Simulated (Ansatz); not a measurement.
BSi, a test of scalar relativity

Computed with Ansatz's Python interface.

Contents of `bsi.xyz`:
```text
2

Si    0.00000    0.00000    0.00000
B     0.00000    0.00000    1.93000
```

`x2c.py`
```python
"""BSi with and without the spin-free two-component Hamiltonian."""

import ansatz as az
import numpy as np

mol = az.Crystal.molecule_from_extxyz("bsi.xyz")

setup = (
    mol.calculation()
    .functional("hf")
    .spin("collinear", total=3)
    .forces()
)
# a set contracted for a scalar-relativistic Hamiltonian goes with the relativistic run
sets = {"none": "cc-pVTZ", "scalar": "cc-pVTZ-DK"}
found = {kind: setup.basis(gaussian=basis).pseudopotentials(relativity=kind).run(threads=1).report for kind, basis in sets.items()}
for kind, each in found.items():
    dipole = 4.803205 * np.linalg.norm(each["charge_distribution"]["dipole_moment_e_ang"])
    print(f"{kind:7s} E = {each['free_energy_ev']:.4f} eV  dipole {dipole:.3f} D  largest force component {np.abs(each['forces_ev_ang']).max():.4f} eV/A")
print(f"relativity lowers the total energy by {found['none']['free_energy_ev'] - found['scalar']['free_energy_ev']:.3f} eV")
```

Output of `python x2c.py`:
```text
none    E = -8530.0620 eV  dipole 0.048 D  largest force component 1.1118 eV/A
scalar  E = -8546.6376 eV  dipole 0.071 D  largest force component 1.1080 eV/A
relativity lowers the total energy by 16.576 eV
```

The total moves by -16.6 eV, nearly all in the cores, and the dipole from 0.05 to 0.07 D.

Reading the output:
- Total energies depend on the basis set; only differences at equal settings carry meaning.
- The geometry is a force-field or estimated start, not a minimum of this method. The basis set changes with the Hamiltonian (a set recontracted for scalar relativity), and most of the change in the total lies in the cores.
- The species is open-shell (spin multiplicity 4).
- The spin state was assumed, and another may lie lower.
- The whole script took 1.9 s on 1 thread of Arm Neoverse V1, with other jobs on the host, peak memory 0.16 GiB.
